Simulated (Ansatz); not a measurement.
## A basis-limit estimate, worked out

An elementary step of C$_{2}$H$_{7}$S, doublet (C₂H₆ (CC) + HS → C₂H₅ ([CH2][CH3]) + H₂S; bonds formed: H1–S4; bonds broken: H1–C2). “Start” is the structure reached by relaxing down from the saddle towards the reactants; PBE0-D4/def2-TZVP structures. The saddle:

```
10
angstrom
H -0.8918 -0.4411 0.4654
C 0.1265 0.7329 0.1198
C 1.1264 0.0259 -0.7204
S -1.7909 -1.5374 0.7526
H -0.5749 1.4054 -0.3647
H 0.3995 1.0014 1.1357
H 1.9152 0.7163 -1.0495
H 1.6170 -0.7812 -0.1718
H 0.6727 -0.3933 -1.6213
H -2.5995 -0.7288 1.4542
```

Computed with Ansatz 0.2.0 (basis: def2-TZVPP and def2-QZVPP); correlated methods freeze the cores; orbitals are unrestricted.

Energies in eV:

| quantity | saddle | start |
| --- | --- | --- |
| Hartree–Fock, triple zeta (X = 3) | -12988.47796 | -12989.59713 |
| Hartree–Fock, quadruple zeta (X = 4) | -12988.90241 | -12990.02025 |
| MP2 correlation, X = 3 | -14.59925 | -14.25279 |
| MP2 correlation, X = 4 | -15.63347 | -15.25512 |
| CCSD(T) correlation, X = 3 | -16.67393 | -16.31926 |

Work out the barrier at the basis limit: extrapolate Hartree–Fock as E(X) = E∞ + A exp(−7.88 √X) and the MP2 correlation as E(X) = E∞ + B X^−2.97 (the exponents that Neese and Valeev fitted for def2-TZVPP and QZVPP), then add CCSD(T) − MP2 in triple zeta.

Each step is linear, so take the differences first (saddle − start): Hartree–Fock 1.11917 (X = 3) and 1.11784 (X = 4); MP2 correlation -0.34646 and -0.37835; CCSD(T) correlation -0.35467.
Two points give E∞ = E(4) + w [E(4) − E(3)], with w = 1/(exp(7.88 (2 − √3)) − 1) = 0.1377 for Hartree–Fock and w = 1/((4/3)^2.97 − 1) = 0.7407 for the correlation.
Hartree–Fock: 1.11784 + 0.1377 × (-0.00133) = 1.1177 eV.
MP2 correlation: -0.37835 + 0.7407 × (-0.03189) = -0.4020 eV.
CCSD(T) − MP2: -0.35467 − (-0.34646) = -0.0082 eV.
Sum: 1.1177 + (-0.4020) + (-0.0082) = 0.7075 eV, or 16.32 kcal/mol. Plain CCSD(T) in triple zeta gives 0.7645 eV, so the larger basis shifts the result by -0.0570 eV.

The T1 diagnostic stays at or below 0.014. ⟨S²⟩ of the unrestricted Hartree–Fock references: 0.76 to 0.78 (a pure state has 0.75).

Labels in which every atom is bracketed show which atoms are joined, not bond orders.

For scale, one of the runs: CCSD(T)/def2-TZVPP, 202 basis functions, launched by `ansatz run in.yaml --threads 4 --pin off --events-out ev --progress --plain --max-ram 9574MiB`. Hardware: 4 CPU threads of an Arm Neoverse V1, shared host. Wall time 2.3 min; peak host memory 6.5 GiB.
